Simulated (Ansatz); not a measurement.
# C₂H₄O₂: how energies converge with the basis set

Aim: see how fast density functionals converge with the basis set for C₂H₄O₂.

Program: Ansatz 0.2.0, Gaussian basis. Level of theory: one geometry, several basis sets. These are calculated values, not measurements.

Plan: PBE0-D4/def2-SVP; ωB97M-V/def2-SVP; PBE0-D4/def2-QZVPP; ωB97M-V/def2-QZVPP; the functionals' def2-TZVPP values are taken from earlier runs.

1 further run of the same task is left out (it didn't finish).

## (1) The geometry

All runs share one geometry, relaxed beforehand with PBE0-D4 in a triple-zeta def2 set.

SMILES `O=CCO`, 8 atoms, charge 0, spin multiplicity 1.

Atoms are counted from 1 here; the program's logs count them from 0.

Bond lengths: O1–C2 1.203 Å, C2–C3 1.497 Å, C2–H5 1.108 Å, C3–O4 1.387 Å, C3–H6 1.102 Å, C3–H7 1.102 Å, O4–H8 0.969 Å. Angles: O1–C2–C3 121.7°, O1–C2–H5 121.6°, C3–C2–H5 116.7°, C2–C3–O4 112.2°, C2–C3–H6 107.5°, C2–C3–H7 107.6°, O4–C3–H6 111.6°, O4–C3–H7 111.6°, H6–C3–H7 106.0°, C3–O4–H8 105.9°.

## (2) PBE0-D4 in def2-SVP

Input file in.yaml:

```yaml
crystal:
  periodic: [false, false, false]
  atoms:
    - {symbol: O, position_ang: [-0.677367, -0.184904, -1.577906]}
    - {symbol: C, position_ang: [0.186047, 0.291998, -0.889576]}
    - {symbol: C, position_ang: [0.244733, 0.041198, 0.584656]}
    - {symbol: O, position_ang: [-0.787922, -0.777195, 1.017465]}
    - {symbol: H, position_ang: [0.977612, 0.938928, -1.315777]}
    - {symbol: H, position_ang: [1.230793, -0.397059, 0.808131]}
    - {symbol: H, position_ang: [0.225157, 1.020398, 1.089617]}
    - {symbol: H, position_ang: [-1.306854, -0.990463, 0.227587]}
basis:
  gaussian: {orbitals: def2-SVP}
hamiltonian: {xc: pbe0, dispersion: d4}
output: {orbitals: {seedname: orbitals}}
```

Run with:

```sh
> ansatz run in.yaml --threads 2 --pin off --events-out ev --progress --plain --max-ram 4352MiB
```

After this run come: ωB97M-V in def2-SVP; PBE0-D4 in def2-QZVPP; ωB97M-V in def2-QZVPP.

Before running them: what should the planned runs give, taken together? Wanted: PBE0-D4: double and triple zeta above quadruple; ωB97M-V: double and triple zeta above quadruple.

**Answer**, as computed:

| quantity | value |
| --- | --- |
| PBE0-D4: double and triple zeta above quadruple | 7.71, 0.35 eV |
| ωB97M-V: double and triple zeta above quadruple | 7.94, 0.34 eV |

What this shows: For PBE0-D4 the step from double to triple zeta gains 7.36 eV and the next only 0.35 eV. These are total energies; as a rule much of such shifts cancels in differences, which this series doesn't test.
